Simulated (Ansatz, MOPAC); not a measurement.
## C3H6F2 (1,3-difluoropropane): methods side by side

The runs start from one conformer, not always the lowest.

C3H6F2, singlet, SMILES `FCCCF`. Each level relaxes the structure for itself.

Quantity: the highest harmonic wavenumber at each level's own minimum, in cm⁻¹. The values are calculated.

| level | kind | program | value (cm⁻¹) |
| --- | --- | --- | --- |
| AM1 | semi-empirical | MOPAC | 3109 |
| MNDOD | semi-empirical | MOPAC | 3295 |
| PM3 | semi-empirical | MOPAC | 3052 |
| PM6-D3H4 | semi-empirical | MOPAC | 2771 |
| HF/STO-3G | Hartree–Fock | Ansatz | 3734 |
| HF/3-21G | Hartree–Fock | Ansatz | 3329 |
| HF/6-31G* (Cartesian functions) | Hartree–Fock | Ansatz | 3315 |
| PBE/def2-SVP | GGA | Ansatz | 3043 |
| B3LYP/6-31G* (Cartesian functions) | global hybrid | Ansatz | 3117 |
| MP2/6-31G* (Cartesian functions) | perturbation theory | Ansatz | 3201 |

Harmonic and unscaled. The values span 2771 to 3734 cm⁻¹. Without the sets that lack polarisation functions the rows with a basis span only 3043 to 3315 cm⁻¹.
